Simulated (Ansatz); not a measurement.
A calculation with Ansatz (development build ahead of 0.2.0).

```yaml
crystal:
  periodic: [false, false, false]
  atoms:
    - { symbol: O, position_ang: [-0.00118, 0.00073, -0.00073] }
    - { symbol: H, position_ang: [-0.24166, 0.92906, -0.0023] }
    - { symbol: H, position_ang: [0.96651, -0.0005, 0.0016] }
    - { symbol: O, position_ang: [2.93468, -0.00234, 0.00428] }
    - { symbol: H, position_ang: [3.47569, 0.19578, 0.76041] }
    - { symbol: H, position_ang: [3.47967, 0.19913, -0.76556] }
basis:
  gaussian: { orbitals: cc-pVDZ }
hamiltonian:
  xc: hf
correlation:
  method: mp2
  frozen_orbitals: { H: 0, O: 1 }
```

The input is written out in the form of the current development build from the run's settings.

The run gave:

```yaml
Converged: yes
Reference_energy: -152.06146 hartree
Correlation_energy: -0.40560 hartree
Total_energy: -152.46706 hartree
Spin_squared_of_the_determinant: 0.000
```
